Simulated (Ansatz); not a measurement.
A made-up structure of BSiH4O, doublet:

```json
{"atom": "B1", "x (Å)": "0.3896", "y (Å)": "0.1443", "z (Å)": "0.5788"}
{"atom": "Si2", "x (Å)": "-1.0967", "y (Å)": "0.4340", "z (Å)": "-0.5641"}
{"atom": "O3", "x (Å)": "1.5734", "y (Å)": "-0.9680", "z (Å)": "0.3704"}
{"atom": "H4", "x (Å)": "-1.2778", "y (Å)": "-0.3458", "z (Å)": "-1.7369"}
{"atom": "H5", "x (Å)": "-2.0140", "y (Å)": "1.4549", "z (Å)": "-0.1995"}
{"atom": "H6", "x (Å)": "0.6689", "y (Å)": "0.6882", "z (Å)": "1.5528"}
{"atom": "H7", "x (Å)": "1.5026", "y (Å)": "-1.5251", "z (Å)": "-0.4086"}
```

It is relaxed with PBE-D4/def2-SVP and then PBE0-D4/def2-TZVP (Ansatz 0.2.0). Atoms count as bonded within 1.22 times the sum of their covalent radii (H–H: 0.88 Å). The end point is not checked to be a true minimum.

**Question.** Does its bonding change? (A judgement: the text doesn't fix the answer.)

**Answer.** The calculation gives: No: no bond forms or breaks.

Where it ends: The first stage lowers the energy by 1.16 eV in 6 steps. It ends as BSiH₄O ([OH][BH][SiH2]):
```xyz
7
angstrom
B 0.5502 0.0515 0.6084
Si -0.9479 0.4746 -0.6137
O 1.4775 -0.9122 0.3866
H -1.3172 -0.3890 -1.7672
H -2.0519 1.3759 -0.2087
H 0.6894 0.7050 1.6035
H 1.3461 -1.4234 -0.4158
```

Labels in which every atom is bracketed show which atoms are joined, not bond orders.

For scale, one of the runs: PBE0-D4/def2-TZVP relaxation, 123 basis functions, launched by `ansatz run in.yaml --threads 2 --pin off --events-out ev --progress --plain --max-ram 4352MiB`. Hardware: 2 CPU threads of an Arm Neoverse V1, shared host. Wall time about 39 s.
